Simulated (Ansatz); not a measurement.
# C₅H₁₀S: up Jacob's ladder to CCSD(T)

Aim: compute C₅H₁₀S with functionals from several rungs and with coupled cluster, and see how far each lands from CCSD(T) at the basis-set limit for the atomisation energy.

Program: Ansatz 0.2.0, Gaussian basis. Level of theory: functionals in def2-TZVPP, the program's frozen cores in correlated methods. These are calculated values, not measurements.

Plan: LDA (SPW92), PBE-D4, revPBE-D4, BLYP-D4, r2SCAN-D4, B97M-V, PBE0-D4, B3LYP-D4, r2SCANh-D4, r2SCAN0-D4, HSE06-D4, BHLYP-D4, CAM-B3LYP-D4, LC-ωPBE, ωB97X-V, ωB97M-V, B2PLYP, PBE-QIDH; CCSD(T)/def2-SVP; CCSD(T)/def2-TZVPP; MP2/def2-QZVPP; extrapolation to the limit; RPA on PBE.

## (1) The relaxed structure

An earlier PBE0-D4 in a triple-zeta def2 set relaxation fixed the geometry.

SMILES `SC1CCCC1`, 16 atoms, charge 0, spin multiplicity 1.

Atoms are counted from 1 here; the program's logs count them from 0.

Bond lengths: S1–C2 1.806 Å, S1–H7 1.344 Å, C2–C3 1.523 Å, C2–C6 1.524 Å, C2–H8 1.097 Å, C3–C4 1.531 Å, C3–H9 1.095 Å, C3–H10 1.091 Å, C4–C5 1.549 Å, C4–H11 1.091 Å, C4–H12 1.093 Å, C5–C6 1.533 Å, C5–H13 1.092 Å, C5–H14 1.091 Å, C6–H15 1.091 Å, C6–H16 1.095 Å. Angles: C2–S1–H7 96.4°, S1–C2–C3 116.0°, S1–C2–C6 115.9°, S1–C2–H8 103.3°, C3–C2–C6 103.0°, C3–C2–H8 109.2°, C6–C2–H8 109.3°, C2–C3–C4 103.7°, C2–C3–H9 108.6°, C2–C3–H10 112.8°, C4–C3–H9 110.6°, C4–C3–H10 113.8°, H9–C3–H10 107.3°, C3–C4–C5 105.8°, C3–C4–H11 111.8°, C3–C4–H12 110.1°, C5–C4–H11 112.3°, C5–C4–H12 110.2° and more.

## (2) LDA

This LDA is Slater exchange with PW92 correlation.

Contents of in.yaml:

```yaml
crystal:
  periodic: [false, false, false]
  atoms:
    - {symbol: S, position_ang: [0.171762, 1.124013, 2.523281]}
    - {symbol: C, position_ang: [-0.014156, 0.042754, 1.088483]}
    - {symbol: C, position_ang: [1.198514, -0.066179, 0.172768]}
    - {symbol: C, position_ang: [0.654829, -0.787790, -1.063519]}
    - {symbol: C, position_ang: [-0.858047, -0.458415, -1.112131]}
    - {symbol: C, position_ang: [-1.140389, 0.400960, 0.126088]}
    - {symbol: H, position_ang: [0.408597, 2.251201, 1.830544]}
    - {symbol: H, position_ang: [-0.217494, -0.937614, 1.535720]}
    - {symbol: H, position_ang: [1.532887, 0.944032, -0.086579]}
    - {symbol: H, position_ang: [2.040330, -0.575076, 0.644278]}
    - {symbol: H, position_ang: [1.174831, -0.482351, -1.973067]}
    - {symbol: H, position_ang: [0.803315, -1.865800, -0.965713]}
    - {symbol: H, position_ang: [-1.447516, -1.377467, -1.082068]}
    - {symbol: H, position_ang: [-1.136540, 0.060091, -2.031168]}
    - {symbol: H, position_ang: [-2.129644, 0.239430, 0.556392]}
    - {symbol: H, position_ang: [-1.064178, 1.465410, -0.119108]}
basis:
  gaussian: {orbitals: def2-TZVPP}
hamiltonian: {xc: lda}
output: {orbitals: {seedname: orbitals}}
```

The run is started by

```
ansatz run in.yaml --threads 2 --pin off --events-out ev --progress --plain --max-ram 32768MiB --backend cuda --devices 0, --max-vram 18GiB
```

Further steps of the session: PBE-D4 (GGA); revPBE-D4 (GGA); BLYP-D4 (GGA); r2SCAN-D4 (meta-GGA); B97M-V (meta-GGA); PBE0-D4 (hybrid); B3LYP-D4 (hybrid); r2SCANh-D4 (hybrid); r2SCAN0-D4 (hybrid); HSE06-D4 (hybrid); BHLYP-D4 (hybrid); CAM-B3LYP-D4 (range-separated); LC-ωPBE (range-separated); ωB97X-V (range-separated); ωB97M-V (range-separated); B2PLYP (double hybrid); PBE-QIDH (double hybrid); CCSD(T) in def2-SVP; CCSD(T) in def2-TZVPP; MP2 in def2-QZVPP; RPA on PBE orbitals.

**Question.** What will the summary of the whole plan be? Wanted: atomisation energy, CCSD(T)/CBS; farthest beyond LDA; mean size of error, GGA; mean size of error, meta-GGA; mean size of error, hybrid; mean size of error, range-separated; mean size of error, double hybrid; gap, smallest and largest; T1 diagnostic.

As calculated:

| quantity | value |
| --- | --- |
| atomisation energy, CCSD(T)/CBS | 6371.1 kJ/mol |
| functionals within 31.9 kJ/mol (0.5 %) | revPBE-D4, r2SCAN-D4, B97M-V, B3LYP-D4, r2SCANh-D4, CAM-B3LYP-D4, LC-ωPBE, ωB97X-V, ωB97M-V, PBE-QIDH |
| farthest beyond LDA | BHLYP-D4 (-149.4 kJ/mol) |
| mean size of error, GGA | 63.1 kJ/mol |
| mean size of error, meta-GGA | 20.4 kJ/mol |
| mean size of error, hybrid | 55.1 kJ/mol |
| mean size of error, range-separated | 19.4 kJ/mol |
| mean size of error, double hybrid | 43.6 kJ/mol |
| gap, smallest and largest | 4.91 eV (BLYP-D4), 12.10 eV (LC-ωPBE) |
| T1 diagnostic | 0.0094 |
| triples share of the correlation energy | 4.2 % |

What this shows: The LDA atomisation energy is off by 905.4 kJ/mol (14 %): it overbinds. PBE-D4 is off by +139.7 kJ/mol. Double hybrids carry the basis error of their MP2 part in triple zeta, and no dispersion term here, so their miss is partly the set-up's. The rungs range-separated, meta-GGA miss on average by less than the doubt on the reference (31.9 kJ/mol), so they tie. The reference freezes the cores and leaves out relativity and excitations past (T), so misses under about 31.9 kJ/mol can't be ranked. Hartree-Fock recovers 75 % of the binding; the rest is correlation. CCSD(T) in def2-SVP is off by -251.2 kJ/mol, worse than the median functional, from the basis alone. The gap grows from 4.9 to 12.1 eV across the functionals, mostly with the share of exact exchange.
